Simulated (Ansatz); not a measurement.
All numbers were calculated with Ansatz.

`[AlH2][Cl]` at its PBE0-D4/def2-TZVP geometry, where that method's forces vanish. Charge 0, multiplicity 1.

```
atom   x (Å)   y (Å)   z (Å)
 Al1  -0.105  -0.007   0.121
 Cl2   1.263   0.087  -1.466
  H3  -1.158  -1.178   0.106
  H4   0.000   1.099   1.238
```

Problem. For each bond, give half the difference of the two atoms' forces along it (eV/Å; positive pushes the atoms apart) under PBE-D4, r2SCAN-D4, B3LYP-D4, ωB97M-V in def2-TZVPP. (Estimate.)

Solution. The calculation gave: 
```csv
bond,length (Å),PBE-D4,r2SCAN-D4,B3LYP-D4,ωB97M-V
Al1–Cl2,2.097,0.17,0.03,0.18,0.12
Al1–H3,1.575,0.04,-0.03,-0.10,-0.14
Al1–H4,1.575,0.04,-0.03,-0.10,-0.14
```

B3LYP here is the variant with VWN-RPA as its local correlation; programs differ in this.
